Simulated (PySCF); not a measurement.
All values below come from ωB97X-D3(BJ)/def2-TZVP // PBE0-D3(BJ)/def2-TZVP (PySCF 2.14.0). All species are isolated molecules in the gas phase. Excitations are Tamm–Dancoff values on a coarser integration grid. The basis has no diffuse functions, so Rydberg states are missing or too high.

Reference species (SMILES): `[Cl][Al]([Cl])[Cl]` (neutral, multiplicity 1).

T1 excitation (TDA): 7.03 eV
S1–T1 gap (TDA): 0.31 eV

Changed species: `[Cl][AlH][Cl]` (1 of 3 Cl replaced by H; the reference has 0 of 3 Cl replaced by H).

Task: What does the change do to the T1 excitation (TDA) and S1–T1 gap (TDA)?

Result: the T1 excitation (TDA) drops by 0.60 eV, to 6.43 eV; the S1–T1 gap (TDA) increases by 0.13 eV, to 0.44 eV.
